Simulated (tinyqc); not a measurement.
Ways to converge the cycle: SCF convergence aids in the sto-3g basis, for CH3, spin multiplicity 2. Computed by the program tinyqc with PySCF. UHF with one setting changed at a time; a run stops when the energy changes by less than 1e-09 hartree and the error matrix is below 1e-5. The start is the Wolfsberg-Helmholz matrix. Damping d keeps d of the old density; a shift (hartree) raises the virtual levels; DIIS n extrapolates F over n matrices.

Geometry (angstrom):
```
atom        x        y       z
C      0.0000   0.0000  0.0060
H      1.0220   0.0000  0.0000
H     -0.5110   0.8850  0.0000
H     -0.5110  -0.8850  0.0000
```

lowest solution found by these runs and by PySCF with stability checks = -39.067740 hartree

Largest element of the error matrix X^T (FDS - SDF) X:
```
iteration    plain  damping 0.3  damping 0.6  shift 0.4   DIIS 3   DIIS 8
1          1.5e-01      1.5e-01      1.5e-01    1.5e-01  1.5e-01  1.5e-01
2          2.6e-02      5.8e-02      9.9e-02    4.3e-02  2.6e-02  2.6e-02
3          8.3e-03      2.3e-02      6.3e-02    1.7e-02  7.0e-03  7.0e-03
4          3.7e-03      1.1e-02      4.1e-02    8.3e-03  2.5e-03  2.5e-03
5          2.0e-03      6.4e-03      2.6e-02    4.6e-03  9.3e-04  9.3e-04
6          1.2e-03      3.9e-03      1.8e-02    2.7e-03  1.2e-05  7.8e-06
8          4.2e-04      1.7e-03      9.5e-03    1.1e-03        -        -
10         1.5e-04      8.1e-04      5.3e-03    5.1e-04        -        -
14         2.0e-05      2.1e-04      2.0e-03    1.1e-04        -        -
20               -      3.0e-05      5.8e-04    1.2e-05        -        -
30               -            -      9.5e-05          -        -        -
```

How each run ends:
```
run          iterations  E (hartree)         state
plain                17    -39.06774  lowest found
damping 0.3          25    -39.06774  lowest found
damping 0.6          44    -39.06774  lowest found
shift 0.4            22    -39.06774  lowest found
DIIS 3                7    -39.06774  lowest found
DIIS 8                7    -39.06774  lowest found
```

What does the comparison show, and why?

6 of 6 runs reach the lowest solution found, in 7 to 44 iterations (fastest: DIIS 3, DIIS 8). Plain steps already contract here, so damping only slows them. DIIS 3 and DIIS 8 gain by cancelling the error over several earlier matrices, much as a quasi-Newton step does.
